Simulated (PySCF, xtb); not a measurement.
**CH3SSi−: where a starting geometry ends**

The starting geometry of this gas-phase singlet was built from a drawn formula by distance geometry and a force field; its bonds are those of `[SiH]C[S-]`.

```xyz
6

C     0.2616    1.9901    0.3664
S     0.7559    3.0690   -1.0437
Si    1.7867    1.2085    1.0750
H     1.4784    0.2917    2.1682
H    -0.2662    2.4604    1.1513
H    -0.4678    1.2064    0.0077
```

Q: Predict what it relaxes into with r2SCAN-D4/def2-SVPD.

A: It rearranges to `C1[SiH-]S1`. Contacts that close: S2–Si3 (3.00 → 2.28 Å).

The energy falls by 2.08 eV over 19 steps:

| step | E − E(last) (eV) |
| --- | --- |
| 1 | 2.082 |
| 3 | 1.576 |
| 5 | 1.046 |
| 7 | 0.813 |
| 9 | 0.181 |
| 11 | 0.014 |
| 13 | 0.000 |
| 15 | 0.000 |
| 17 | 0.000 |
| 19 | 0.000 |

Final geometry (Å):

```tsv
atom	x (Å)	y (Å)	z (Å)
C	0.0310	2.0172	0.5219
S	1.3292	2.3979	-0.7344
Si	1.7283	1.7404	1.4166
H	1.7748	0.2103	1.1343
H	-0.5714	2.8998	0.7800
H	-0.5960	1.1596	0.2384
```

From the same start GFN2-xTB reaches the same bonding as this run.

The end wasn't checked by frequencies. Run with PySCF 2.14.0, 2.6 min on 2 threads of Intel(R) Xeon(R) Platinum 8175M CPU @ 2.50GHz (Skylake/Cascade Lake), on a shared host.
